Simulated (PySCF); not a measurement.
Vertical excitation energies

Compound: C5H9N.
SMILES: `CN1C=CCC1`

Method used: PySCF, TDDFT B3LYP/def2-SVPD, vertical, gas phase, core orbitals frozen in the response. One conformer (not necessarily the lowest) at the GFN2-xTB geometry, without solvent, vibrations or thermal averaging.

Q: List the vertical singlet excitations with oscillator strengths and describe the spectrum.

A: 

```json
{"state": "S1", "λ (nm)": "263.7", "E (eV)": "4.70", "f": "0.033", "main configurations (H = HOMO, L = LUMO)": "H→L (88%), H→L+1 (11%)"}
{"state": "S2", "λ (nm)": "235.2", "E (eV)": "5.27", "f": "0.075", "main configurations (H = HOMO, L = LUMO)": "H→L+1 (47%), H→L+2 (42%)"}
{"state": "S3", "λ (nm)": "230.7", "E (eV)": "5.37", "f": "0.071", "main configurations (H = HOMO, L = LUMO)": "H→L+2 (57%), H→L+1 (36%)"}
{"state": "S4", "λ (nm)": "220.2", "E (eV)": "5.63", "f": "0.010", "main configurations (H = HOMO, L = LUMO)": "H→L+3 (97%)"}
{"state": "S5", "λ (nm)": "200.1", "E (eV)": "6.20", "f": "0.0024", "main configurations (H = HOMO, L = LUMO)": "H→L+5 (50%), H→L+4 (43%)"}
{"state": "S6", "λ (nm)": "198.8", "E (eV)": "6.24", "f": "0.0085", "main configurations (H = HOMO, L = LUMO)": "H→L+4 (56%), H→L+5 (40%)"}
{"state": "S7", "λ (nm)": "194.7", "E (eV)": "6.37", "f": "0.026", "main configurations (H = HOMO, L = LUMO)": "H→L+6 (86%), H→L+5 (8%)"}
{"state": "S8", "λ (nm)": "184.6", "E (eV)": "6.72", "f": "0.0064", "main configurations (H = HOMO, L = LUMO)": "H→L+7 (93%)"}
```

Triplets (Tamm–Dancoff): T1 3.64 eV, H→L+1 (58%), H→L (34%); T2 4.65 eV, H→L (62%), H→L+1 (36%); T3 5.27 eV, H→L+2 (96%).

The lowest singlet lies at 4.70 eV (264 nm, ultraviolet) and is of moderate strength; its leading configuration is HOMO→LUMO (88%). The strongest level in the table is S2 at 5.27 eV (235 nm, f = 0.075). Löwdin shares by element: HOMO carbon 44% or more, nitrogen 34% (atoms not listed hold the other 22%); LUMO carbon 51% or more (atoms not listed hold the other 49%). Orbital energies (eV): HOMO-3 -9.77, HOMO-2 -9.56, HOMO-1 -8.35, HOMO -5.08, LUMO 0.44, LUMO+1 0.77, LUMO+2 1.10. Weighted by f, the mean energy of these states is 5.45 eV. The oscillator strengths of these states sum to 0.232; summed over the whole spectrum of an exact calculation they would give the number of electrons, 46 (Thomas–Reiche–Kuhn). Singlets were solved by full linear response, triplets in the Tamm–Dancoff approximation.
